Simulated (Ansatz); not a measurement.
Ideal-gas functions of disiloxane (`[SiH3]O[SiH3]`) at 800 K and 1 bar, from an Ansatz frequency run at PBE0-D4/def2-TZVP.

Molar mass 78.22 g/mol, point group C2v (symmetry number 2), electronic degeneracy 1, moments of inertia 14.342, 169.919, 172.454 u Å². Harmonic wavenumbers (cm⁻¹, unscaled): 21, 52, 90, 601, 708, 717, 746, 749, 953, 954, 954, 956, 959, 1010, 1137, 2220, 2221, 2226, 2229, 2244, 2248.

Use S(trans) = R[1.5 ln M + 2.5 ln T − 1.1517]; rotational temperatures θ = 24.2544 K / I; S(rot) = R[ln(√π/σ · √(T³/θAθBθC)) + 1.5]; for each mode x = 1.438777 ν̃/T, S = R[x/(eˣ − 1) − ln(1 − e⁻ˣ)] and H = RT x/(eˣ − 1); 1 cm⁻¹ = 0.0119627 kJ/mol; R = 8.31446 J/(mol·K).

Problem. By hand: the entropy, in J/(mol·K).

Solution. Translation 183.7. Rotation: θ = 1.6911, 0.1427, 0.1406 K, giving 108.9. Vibration, mode by mode: 35.56, 28.02, 23.46, 8.06, 6.85, 6.75, 6.47, 6.44, 4.78, 4.78, 4.78, 4.76, 4.74, 4.41, 3.68, 0.78, 0.78, 0.77, 0.77, 0.75, 0.75, in all 158.1. Electronic 0.0. Sum 450.7 J/(mol·K).

Problem. By hand: H − E and G − E in kJ/mol, counted from the electronic energy.

Solution. Zero-point energy ½ × 23995 × 0.0119627 = 143.5; thermal vibration 55.4; translation, rotation and pV give 4 RT = 26.6. H − E = 225.5 kJ/mol, and G − E = 225.5 − 800 × 450.7/1000 = -135.1 kJ/mol.

Vibration gives 35 % of the entropy, 87.0 J/(mol·K) of it from the modes under 150 cm⁻¹: soft modes count most, and the harmonic formula is weakest for them.
